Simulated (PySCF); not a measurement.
# How exact exchange moves a shielding

Molecule: SMILES N(C)(C)C=O, C3H7NO.

Mapped SMILES: `[CH3:1][N:2]([CH3:3])[CH:4]=[O:5]` (H(Xn): hydrogen on atom n).

GIAO shieldings (ppm, equivalent atoms averaged) in PySCF 2.14.0 with density-fitted response routines on the PBE0-D3(BJ)/def2-SVP geometry, basis pcSseg-2, gas phase, non-relativistic:

| functional | exact exchange (%) | σ(C1) | σ(C3) | σ(N2) |
| --- | --- | --- | --- | --- |
| BLYP | 0 | 137.3 | 144.2 | 122.0 |
| BP86 | 0 | 141.6 | 148.5 | 127.3 |
| PBE | 0 | 142.0 | 148.9 | 127.5 |
| B3LYP | 20 | 141.8 | 148.6 | 130.9 |
| PBE0 | 25 | 147.1 | 153.8 | 138.1 |
| mPW1PW91 | 25 | 146.3 | 153.0 | 137.3 |
| HF | 100 | 156.6 | 162.6 | 165.3 |

Q: Fit each shielding as a line in the percentage of exact exchange.

A: σ(C1) = 140.7 + 0.16 x (rms 1.9 ppm); σ(C3) = 147.6 + 0.16 x (rms 1.9 ppm); σ(N2) = 125.8 + 0.40 x (rms 2.3 ppm). The functionals also differ in their semilocal parts, which the line can't hold; Hartree–Fock has no correlation at all.

Q: What does the line predict for BHandHLYP (50 %), and what does the run give?

A: σ(C1): 148.7 predicted, 147.7 computed; σ(C3): 155.6 predicted, 154.3 computed; σ(N2): 145.8 predicted, 143.7 computed ppm.
